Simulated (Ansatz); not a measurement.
MgAl₂⁻. The state is a doublet with charge -1. Geometry PBE0-D4/def2-TZVPD; atoms count from 1.

```xyz
3

Al   -1.1103   -0.9678    0.2427
Al   -0.3752    1.4406    0.1131
Mg    1.4855   -0.4727   -0.3558
```

The structure comes from a short search, and lower isomers may exist.

Estimate the Mulliken populations from the PBE0/def2-TZVPD orbitals of Ansatz.


```json
{"atom": "Al1", "charge (e)": "-0.33", "spin (α − β)": "0.49"}
{"atom": "Al2", "charge (e)": "-0.33", "spin (α − β)": "0.49"}
{"atom": "Mg3", "charge (e)": "-0.34", "spin (α − β)": "0.01"}
```
Mulliken values and Mayer orders depend strongly on the basis. With diffuse functions, as here, like atoms can get unlike values, and bond orders can come out too low or too high.

Where does the spin sit?

Summed by element: Al 0.99, Mg 0.01, of 1 unpaired in all. Largest on single atoms: Al2 0.49, Al1 0.49, Mg3 0.01.

And the Mayer bond orders between bonded heavy atoms (over 0.3)?

Al1–Al2 1.18 (2.52 Å); Al1–Mg3 0.99 (2.71 Å); Al2–Mg3 0.99 (2.71 Å).
